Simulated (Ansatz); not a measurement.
# Solid bromine

The numbers are results of PBE (PAW; Ansatz, an electronic-structure program), not measurements.

Run with plane-wave cutoff 520 eV, 10×10×4 k mesh (along the axes of the cell as run), Fermi–Dirac smearing 0.01 eV, scalar-relativistic PAW data made under PBE.

Cell (measured lattice):

```xyz
4
Lattice="3.3715 2.3342 0.0000 -3.3715 2.3342 0.0000 0.0000 0.0000 8.7002" Properties=species:S:1:pos:R:3 pbc="T T T"
Br     0.0000     4.0840     7.6801
Br     0.0000     2.9188     3.3300
Br     0.0000     1.7497     5.3702
Br     0.0000     0.5845     1.0201
```

```json
{
 "band_gap": "1.62 eV",
 "smallest_direct_gap_on_the_k_points_sampled": "1.64 eV"
}
```

Note: cell and atoms aren't relaxed at this level (largest force component 0.09 eV/Å, pressure 0.5 GPa).

Spin–orbit coupling is not included.

Static lattice: no zero-point or thermal effects.

Computing time: roughly 30 core-seconds.
